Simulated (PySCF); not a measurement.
Isomers of C4H4OS, mass 99.998 u with the commonest isotopes. Method: PySCF, PBE0-D3(BJ)/def2-SVP geometry optimisation, gas phase. One conformer each, none proved a minimum here; rigid rotors.

Task: Order these by radius of gyration √(Σ m r²/M), smallest first.
A. `[CH3:1][C:2](=[O:3])[CH:4]=[C:5]=[S:6]` with C1–C2–C4–C5 0°
B. `[SH:1][c:2]1[cH:3][cH:4][cH:5][o:6]1` with H–S1–C2–C3 180°
C. `[OH:1][c:2]1[cH:3][cH:4][s:5][cH:6]1` with H–O1–C2–C3 180°
D. `[OH:1][c:2]1[cH:3][cH:4][cH:5][s:6]1` with H–O1–C2–C3 -161°

Result: D (1.577 Å), C (1.640 Å), B (1.708 Å), A (2.037 Å).

Task: Order these by rotational constant A, largest first.
A. `[OH:1][c:2]1[cH:3][cH:4][cH:5][s:6]1` with H–O1–C2–C3 -161° (thiophen-2-ol)
B. 2(5H)-thiophenone, `O=C1C=CCS1`
C. `[CH3:1][C:2](=[O:3])[CH:4]=[C:5]=[S:6]` with C1–C2–C4–C5 0°
D. `[SH:1][c:2]1[cH:3][cH:4][cH:5][o:6]1` with H–S1–C2–C3 180° (2-furanthiol)
E. `[OH:1][c:2]1[cH:3][cH:4][s:5][cH:6]1` with H–O1–C2–C3 180°

Result: D (9028 MHz), C (8689 MHz), E (7200 MHz), A (5338 MHz), B (4855 MHz).

Task: Order these by dipole moment, largest first.
A. `[SH:1][c:2]1[cH:3][cH:4][cH:5][o:6]1` with H–S1–C2–C3 180° (2-furanthiol)
B. `[CH3:1][C:2](=[O:3])[CH:4]=[C:5]=[S:6]` with C1–C2–C4–C5 0°
C. 2(5H)-thiophenone, `O=C1C=CCS1`
D. `[OH:1][c:2]1[cH:3][cH:4][s:5][cH:6]1` with H–O1–C2–C3 180°

Result: C (4.47 D), B (2.52 D), D (1.03 D), A (0.80 D).

```json
{"SMILES": "Oc1ccsc1", "point group": "Cs", "Ia (u·Å²)": "70.19", "Ib (u·Å²)": "198.72", "Ic (u·Å²)": "268.91", "κ": "-0.75", "μa (D)": "0.39", "μb (D)": "0.95", "μc (D)": "0.01"}
{"SMILES": "CC(=O)C=C=S", "point group": "Cs", "Ia (u·Å²)": "58.16", "Ib (u·Å²)": "358.35", "Ic (u·Å²)": "413.35", "κ": "-0.95", "μa (D)": "2.32", "μb (D)": "1.00", "μc (D)": "0.00"}
{"SMILES": "Oc1cccs1", "point group": "–", "Ia (u·Å²)": "94.67", "Ib (u·Å²)": "154.23", "Ic (u·Å²)": "248.71", "κ": "-0.25", "μa (D)": "0.13", "μb (D)": "0.86", "μc (D)": "0.52"}
{"SMILES": "O=C1C=CCS1", "point group": "Cs", "Ia (u·Å²)": "104.09", "Ib (u·Å²)": "150.91", "Ic (u·Å²)": "251.83", "κ": "-0.06", "μa (D)": "4.10", "μb (D)": "1.78", "μc (D)": "0.01"}
{"SMILES": "Sc1ccco1", "point group": "Cs", "Ia (u·Å²)": "55.98", "Ib (u·Å²)": "235.74", "Ic (u·Å²)": "291.72", "κ": "-0.89", "μa (D)": "0.64", "μb (D)": "0.48", "μc (D)": "0.00"}
```
